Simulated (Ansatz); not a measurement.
**AlH₂− (singlet): wave-function methods side by side, 6-31++G****

Aim: climb from Hartree-Fock through coupled cluster and multireference methods for AlH₂− (singlet) at one geometry and basis, and see what each rung misses.

Program: Ansatz 0.2.0, Gaussian basis. Level of theory: 6-31++G**, core rule «outside noble gas», up to 5 orbitals frozen. These are calculated values, not measurements.

Plan: UHF; CCSD(T) on RHF; CCSD(T) on UHF; BCCD(T) on RHF; CISD; CCSDT(Q) on RHF; CCSDT(Q) on UHF; CCSDTQ on RHF; CASSCF and MRCISD+Q, 6 electrons in 6 orbitals; CASSCF and MRCISD+Q(relaxed), 6 electrons in 6 orbitals; CASSCF and NEVPT2, 6 electrons in 6 orbitals; Full CI.

18 further runs of the same task are left out: 6 that didn't finish, 12 set aside as unsound or not needed.

## Step 1: What is computed

The geometry is a PBE0/def2-TZVPD stationary point (not a proven minimum).

3 atoms, charge -1, spin multiplicity 1.

Atoms are counted from 1 here; the program's logs count them from 0.

Bond lengths: Al1–H2 1.697 Å, Al1–H3 1.697 Å. Angles: H2–Al1–H3 93.2°.

## Step 2: UHF

Contents of in.yaml:

```yaml
crystal:
  periodic: [false, false, false]
  atoms:
    - {symbol: Al, position_ang: [0.000000, -0.081048, 0.000000]}
    - {symbol: H, position_ang: [0.000000, 1.084792, -1.232881]}
    - {symbol: H, position_ang: [0.000000, 1.084792, 1.232880]}
basis:
  gaussian: {orbitals: "6-31++G**"}
total_charge: -1
magnetization: {spin_polarized: true, initial_magnetization: 0}
hamiltonian: {xc: hf}
output: {orbitals: {seedname: orbitals}}
```

The run is started by

```
$ ansatz run in.yaml --threads 1 --pin off --events-out ev --progress --plain --max-ram 2393MiB
```

The runs that follow: CCSD(T) on RHF; CCSD(T) on UHF; BCCD(T) on RHF; CISD; CCSDT(Q) on RHF; CCSDT(Q) on UHF; CCSDTQ on RHF; CASSCF and MRCISD+Q, 6 electrons in 6 orbitals; CASSCF and MRCISD+Q(relaxed), 6 electrons in 6 orbitals; CASSCF and NEVPT2, 6 electrons in 6 orbitals; Full CI.

**Question.** What will the summary of the whole plan be? Wanted: FCI below the RHF energy; RMP2 from FCI; RCCSD from FCI; RCCSD(T) from FCI; RCCSDT(Q) from FCI; NEVPT2 valence from FCI; MRCISD+Q valence from FCI; MRCISD+Q(relaxed) valence from FCI; T1 diagnostic.

**Answer**, as computed:

```
                          quantity                                                                                       value
          FCI below the RHF energy                                                                                  -2.5895 eV
                     RMP2 from FCI                                                                                +65.1 kJ/mol
                    RCCSD from FCI                                                                                 +6.4 kJ/mol
                 RCCSD(T) from FCI                                                                                 +1.6 kJ/mol
                RCCSDT(Q) from FCI                                                                                 +0.1 kJ/mol
           NEVPT2 valence from FCI                                                                                +52.0 kJ/mol
         MRCISD+Q valence from FCI                                                                                 +2.4 kJ/mol
MRCISD+Q(relaxed) valence from FCI                                                                                 -1.0 kJ/mol
 levels within 1 kcal/mol (43 meV)  RCCSD(T), BCCD(T), RCCSDT, RCCSDT(Q), RCCSDTQ, MRCISD+Q valence, MRCISD+Q(relaxed) valence
                     T1 diagnostic                                                                                       0.017
    effectively unpaired electrons                                                                                        0.08
```

What this shows: RCCSD(T) misses by +1.6 kJ/mol, 0.7 % of the correlation energy. MRCISD+Q(relaxed) valence falls below full CI: the +Q correction isn't variational, and the cores differ from full CI's. One determinant dominates. Of the multireference levels listed MRCISD+Q(relaxed) valence comes nearest in total energy (-1.0 kJ/mol), which doesn't show that its space is the better one. These misses are within one basis, not against nature.
